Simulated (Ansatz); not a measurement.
Calculated with Ansatz (gas phase, PBE0-D4/def2-TZVP geometries, no zero-point term in ΔE). CBS: MP2 limit from def2 TZ/QZ plus the TZ coupled-cluster correction, frozen cores. This one scheme is used for every species. Functionals use def2-TZVPP. One conformer a species, not always the lowest.

`CC(O)(S)S` + H₂ → `CC(O)S` + H₂S  (hydrogenolysis of a C–S bond)

| level | ΔE (eV) |
| --- | --- |
| r2SCAN-D4 | -0.53 |
| ωB97X-V | -0.62 |
| ωB97M-V | -0.60 |
| B2PLYP | -0.67 |
| CCSD(T)/def2-TZVPP | -0.63 |
| MP2/def2-QZVPP | -0.49 |
| SCS-MP2/def2-QZVPP | -0.58 |
| CCSD/CBS(def2) | -0.67 |

Q: What does CCSD(T)/CBS give? (Estimate.)

A: The calculation gave: -0.57 eV. The listed levels differ from it by 0.04, -0.05, -0.03, -0.10, -0.06, 0.08, -0.01, -0.10 eV.

Largest T1 diagnostic among the species: 0.011.

The D4 term adds +0.16 eV with B3LYP and +0.08 eV with PBE0; it sums over pairs of atoms, weighted by their polarisabilities, and B3LYP, whose exchange is more repulsive, gets the larger term. In def2-TZVPP, CCSD(T) changes the Hartree–Fock value by +0.35 eV (the triples alone add +0.09 eV) and MP2 by +0.46 eV.

B3LYP here is the variant with VWN-RPA as its local correlation; programs differ in this.
